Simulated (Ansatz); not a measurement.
The input, for Ansatz 0.2.0:

```yaml
crystal:
  periodic: [false, false, false]
  atoms:
    - {symbol: H, position_ang: [-2.071787, 0.049803, 0.000000]}
    - {symbol: H, position_ang: [-0.832787, 0.049803, 0.000000]}
    - {symbol: O, position_ang: [0.157213, 0.049803, 0.000000]}
    - {symbol: H, position_ang: [0.409072, -0.890147, 0.000000]}
basis:
  gaussian: {orbitals: "6-31++G**", point_charges: [{charge: 1.00, position_ang: [5.234, 0.870, 0.192]}]}
magnetization: {spin_polarized: true, initial_magnetization: 1}
correlation: {method: bccd_t, electrons: outside_noble_gas}
accuracy: high
scf: {lower_state_search: off}
```

```sh
$ ansatz run in.yaml --threads 1 --pin off --events-out ev --progress --plain --max-ram 2393MiB
```

The program prints:

```
these checks for a lower state are left out or cut short: stability, starts, cluster_reference, orbital_swaps, neighbouring_geometries, increment
675 factors; integrals over basis functions are off by at most 3.2e-9 eV
mean field evaluation 1: about -2079.2711 eV, gradient 2.5e1 eV
mean field evaluation 2: about -2079.2727 eV, gradient 2.5e1 eV
mean field evaluation 4: about -2082.0450 eV, gradient 2.4e0 eV
mean field evaluation 8: about -2082.1287 eV, gradient 3.3e-3 eV
mean field -2082.12871918 eV, -76.5168191123 hartree, gradient 6.2e-8 eV, S^2 0.754407; 0 other end points of the search recorded, 0 dependent functions left out
1 core orbitals not correlated: weight in the atoms' cores, before any rotation towards them, 1.000 or more for the frozen orbitals, at most 0.000 for the correlated occupied ones
reference -2082.12871918 eV, -76.5168191123 hartree; 5, 4 occupied and 31, 32 virtual orbitals, 675 factors
second order -5.65492213 eV of doubles, -0.00000000 eV of singles
cycle   1  -5.71717503 eV  change   -6.2e-2 eV  update   5.3e-2
cycle   2  -5.83064751 eV  change   -1.1e-1 eV  update   1.6e-2
cycle   3  -5.86843084 eV  change   -3.8e-2 eV  update   9.5e-3
cycle   4  -5.86781098 eV  change    6.2e-4 eV  update   2.9e-3
cycle   5  -5.86626565 eV  change    1.5e-3 eV  update   1.4e-3
cycle   6  -5.86658036 eV  change   -3.1e-4 eV  update   5.9e-4
cycle   7  -5.86661256 eV  change   -3.2e-5 eV  update   2.0e-4
cycle   8  -5.86664513 eV  change   -3.3e-5 eV  update   6.2e-5
cycle   9  -5.86665409 eV  change   -9.0e-6 eV  update   2.2e-5
cycle  10  -5.86664987 eV  change    4.2e-6 eV  update   8.7e-6
cycle  11  -5.86665298 eV  change   -3.1e-6 eV  update   3.5e-6
cycle  12  -5.86665264 eV  change    3.4e-7 eV  update   1.3e-6
cycle  13  -5.86665259 eV  change    5.0e-8 eV  update   5.1e-7
cycle  14  -5.86665261 eV  change   -1.7e-8 eV  update   2.2e-7
cycle  15  -5.86665260 eV  change    1.1e-8 eV  update   1.0e-7
cycle  16  -5.86665257 eV  change    3.0e-8 eV  update   5.2e-8
cycle  17  -5.86665256 eV  change    4.0e-9 eV  update   3.1e-8
cycle  18  -5.86665256 eV  change   -2.6e-9 eV  update   2.0e-8
cycle  19  -5.86665215 eV  change    4.2e-7 eV  update   5.5e-8
cycle  20  -5.86665217 eV  change   -2.1e-8 eV  update   1.7e-8
cycle  21  -5.86665216 eV  change    9.8e-9 eV  update   6.1e-9
cycle  22  -5.86665216 eV  change   8.2e-10 eV  update   2.8e-9
cycle  23  -5.86665216 eV  change  -2.6e-10 eV  update   1.2e-9
cycle  24  -5.86665216 eV  change  -5.5e-12 eV  update  4.6e-10
perturbative correction -0.11719548 eV, -0.0043068545 hartree
Total energy: -2088.11256682 eV, -76.7367214571 hartree
Checks for a lower state left out: stability, starts, cluster_reference, orbital_swaps, neighbouring_geometries, increment
```

Ran on 1 thread of Arm Neoverse V1, shared host: 1.6 s wall, 0.15 GiB peak host memory.
